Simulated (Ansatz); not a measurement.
System: diamond. Method: G0W0@PBE (hard PAW, contour deformation; Ansatz, a program for electronic structure).

The cell has the measured lattice parameters. Conventional cell: a = 3.5670 Å, b = 3.5670 Å, c = 3.5670 Å, α = 90.00°, β = 90.00°, γ = 90.00°.

The quasiparticle gap at Γ at a fixed k mesh 6×6×6:

```
response cutoff          value (eV)
-----------------------  ----------
150 eV, 87 empty bands        7.278
200 eV, 134 empty bands       7.344
250 eV, 187 empty bands       7.381
300 eV, 246 empty bands       7.396
```

Q: Taking the value to converge with the response cutoff E as E^(−3/2), extrapolate from the last two rows.

A: With y = y∞ + c/w and weights w = 3953 and 5196 for the last two rows, y∞ = (w2 y2 − w1 y1)/(w2 − w1) = (5196 × 7.396 − 3953 × 7.381)/1243 = 7.444 eV, which lies 0.048 beyond the last row. Successive pairs of rows give 7.466, 7.474, 7.444. The limit also hangs on the law assumed, so its last digits aren't firm.

The other settings are not extrapolated, so this is the limit in one setting alone.

At the last cutoff the smallest gap on this mesh is 5.61 eV, with an edge away from Γ.
